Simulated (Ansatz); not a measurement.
# F4Ti (TiF4): the cost of one run

The runs use Ansatz 0.2.0, Gaussian basis; the settings change from run to run.

### Step 1. The relaxed structure

An earlier PBE-D4/def2-SVP relaxation fixed the geometry.

5 atoms, charge 0, spin multiplicity 1.

Atoms are counted from 1 here; the program's logs count them from 0.

Bond lengths: Ti1–F2 1.744 Å, Ti1–F3 1.744 Å, Ti1–F4 1.744 Å, Ti1–F5 1.744 Å. Angles: F2–Ti1–F3 109.5°, F2–Ti1–F4 109.5°, F2–Ti1–F5 109.5°, F3–Ti1–F4 109.5°, F3–Ti1–F5 109.5°, F4–Ti1–F5 109.5°.

### Step 2. r2SCAN0/cc-pVTZ

This run has unrestricted orbitals.

Contents of in.yaml:

```yaml
crystal:
  periodic: [false, false, false]
  atoms:
    - {symbol: Ti, position_ang: [0.000000, -0.000002, -0.000000]}
    - {symbol: F, position_ang: [0.009266, -0.015649, 1.744018]}
    - {symbol: F, position_ang: [1.641251, 0.009213, -0.590032]}
    - {symbol: F, position_ang: [-0.828655, 1.427215, -0.564193]}
    - {symbol: F, position_ang: [-0.821853, -1.420787, -0.589793]}
basis:
  gaussian: {orbitals: cc-pVTZ}
magnetization: {spin_polarized: true, initial_magnetization: 0}
hamiltonian: {xc: {name: r2SCAN0}}
scf: {omitted_lower_state_checks: [starts]}
```

Started as:

```bash
$ ansatz run in.yaml --threads 4 --pin off --events-out ev --progress --plain --max-ram 3916MiB
```

Q: Estimate wall time and peak memory on 4 threads of Arm Neoverse V1, shared host.

About 7 s, with a peak of 0.66 GiB.
